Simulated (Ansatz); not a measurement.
A run of Ansatz (development build ahead of 0.2.0) on singlet C₃H₄ at this shape:

```xyz
7

C     0.0000    0.0000   -1.2389
C     0.0000    0.0000    0.2145
C     0.0000    0.0000    1.4252
H     0.0000   -1.0275   -1.6347
H    -0.8899    0.5138   -1.6347
H     0.8899    0.5138   -1.6347
H     0.0000    0.0000    2.4993
```

Its results:

```
Converged                       : yes
Reference energy                : -115.90658 hartree
Correlation energy              : -0.48308 hartree
Total energy                    : -116.38966 hartree
Spin squared of the determinant : 0.000
```

Question: Which input gives this output? Name the method, the orbitals and the basis set, and write the input.

Answer: RHF-MP2 in cc-pVTZ. An unrestricted run that stays on the closed shell gives the same numbers.

```yaml
crystal:
  periodic: [false, false, false]
  atoms:
    - { symbol: C, position_ang: [0.0, 0.0, -1.23894] }
    - { symbol: C, position_ang: [0.0, 0.0, 0.21447] }
    - { symbol: C, position_ang: [0.0, 0.0, 1.42525] }
    - { symbol: H, position_ang: [0.0, -1.02755, -1.63467] }
    - { symbol: H, position_ang: [-0.88989, 0.51378, -1.63467] }
    - { symbol: H, position_ang: [0.88989, 0.51378, -1.63467] }
    - { symbol: H, position_ang: [0.0, 0.0, 2.49931] }
basis:
  gaussian: { orbitals: cc-pVTZ }
hamiltonian:
  xc: hf
correlation:
  method: mp2
  frozen_orbitals: { C: 1, H: 0 }
```
